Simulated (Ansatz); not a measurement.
**BCl₂ radical: up Jacob's ladder to CCSD(T)**

Aim: compute BCl₂ radical with functionals from several rungs and with coupled cluster. The yardstick is the atomisation energy at the CCSD(T) limit.

Method: functionals in def2-TZVPP, the program's frozen cores in correlated methods; program: Ansatz 0.2.0, Gaussian basis.

Plan: LDA (SPW92), PBE-D4, revPBE-D4, BLYP-D4, r2SCAN-D4, B97M-V, PBE0-D4, B3LYP-D4, r2SCANh-D4, r2SCAN0-D4, HSE06-D4, BHLYP-D4, CAM-B3LYP-D4, LC-ωPBE, ωB97X-V, ωB97M-V, B2PLYP, PBE-QIDH; CCSD(T)/def2-SVP; CCSD(T)/def2-TZVPP; CCSD(T)/def2-QZVPP; extrapolation to the limit; RPA on PBE.

## Step 1: The geometry

All runs share one geometry, relaxed beforehand with PBE0-D4 in a triple-zeta def2 set.

SMILES `Cl[B]Cl`, 3 atoms, charge 0, spin multiplicity 2.

Atoms are counted from 1 here; the program's logs count them from 0.

Bond lengths: Cl1–B2 1.720 Å, B2–Cl3 1.720 Å. Angles: Cl1–B2–Cl3 125.4°.

## Step 2: LDA

This LDA is Slater exchange with PW92 correlation.

The input, in.yaml:

```yaml
crystal:
  periodic: [false, false, false]
  atoms:
    - {symbol: Cl, position_ang: [0.371479, -1.525645, 0.029984]}
    - {symbol: B, position_ang: [-0.463865, -0.050269, -0.256925]}
    - {symbol: Cl, position_ang: [0.081486, 1.511114, 0.213740]}
basis:
  gaussian: {orbitals: def2-TZVPP}
magnetization: {spin_polarized: true, initial_magnetization: 1}
hamiltonian: {xc: lda}
output: {orbitals: {seedname: orbitals}}
```

The run is started by

```console
$ ansatz run in.yaml --threads 2 --pin off --events-out ev --progress --plain --max-ram 32768MiB --backend cpu
```

The runs that follow: PBE-D4 (GGA); revPBE-D4 (GGA); BLYP-D4 (GGA); r2SCAN-D4 (meta-GGA); B97M-V (meta-GGA); B3LYP-D4 (hybrid); r2SCANh-D4 (hybrid); r2SCAN0-D4 (hybrid); HSE06-D4 (hybrid); BHLYP-D4 (hybrid); CAM-B3LYP-D4 (range-separated); LC-ωPBE (range-separated); ωB97X-V (range-separated); ωB97M-V (range-separated); B2PLYP (double hybrid); PBE-QIDH (double hybrid); CCSD(T) in def2-SVP; CCSD(T) in def2-TZVPP; CCSD(T) in def2-QZVPP; RPA on PBE orbitals.

**Question.** What will the summary of the whole plan be? Wanted: atomisation energy, CCSD(T)/CBS; farthest beyond LDA; mean size of error, GGA; mean size of error, meta-GGA; mean size of error, hybrid; mean size of error, range-separated; mean size of error, double hybrid; gap, smallest and largest; T1 diagnostic.

The runs gave:

```
                               quantity                                     value
        atomisation energy, CCSD(T)/CBS                            202.8 kcal/mol
functionals within 1.0 kcal/mol (0.5 %)            B3LYP-D4, CAM-B3LYP-D4, B2PLYP
                    farthest beyond LDA                   PBE-D4 (+16.3 kcal/mol)
                mean size of error, GGA                              9.0 kcal/mol
           mean size of error, meta-GGA                             11.8 kcal/mol
             mean size of error, hybrid                              7.9 kcal/mol
    mean size of error, range-separated                              2.8 kcal/mol
      mean size of error, double hybrid                              3.8 kcal/mol
              gap, smallest and largest  1.61 eV (LDA (SPW92)), 9.55 eV (LC-ωPBE)
                          T1 diagnostic                                    0.0148
triples share of the correlation energy                                     4.4 %
```

What this shows: The LDA atomisation energy is off by 43.9 kcal/mol (22 %): it overbinds. PBE-D4 misses by +16.3 kcal/mol. Double hybrids carry the basis error of their MP2 part in triple zeta, and no dispersion term here, so their miss is partly the set-up's. Taken by rung, range-separated functionals do best (2.8 kcal/mol on average) and meta-GGA ones worst beyond LDA (11.8 kcal/mol). The gap between the best rungs is small, so their order is not settled. RPA and LDA stand outside this count. Misses under about 1.0 kcal/mol are within the doubt on the reference itself, which lacks core-valence correlation, relativity and higher excitations. Hartree-Fock recovers 77 % of the binding; the rest is correlation. CCSD(T) in def2-SVP is off by -9.3 kcal/mol, more than most functionals: a good method in a small basis is no reference. Orbital gaps span 1.6 to 9.6 eV; exact exchange widens them.
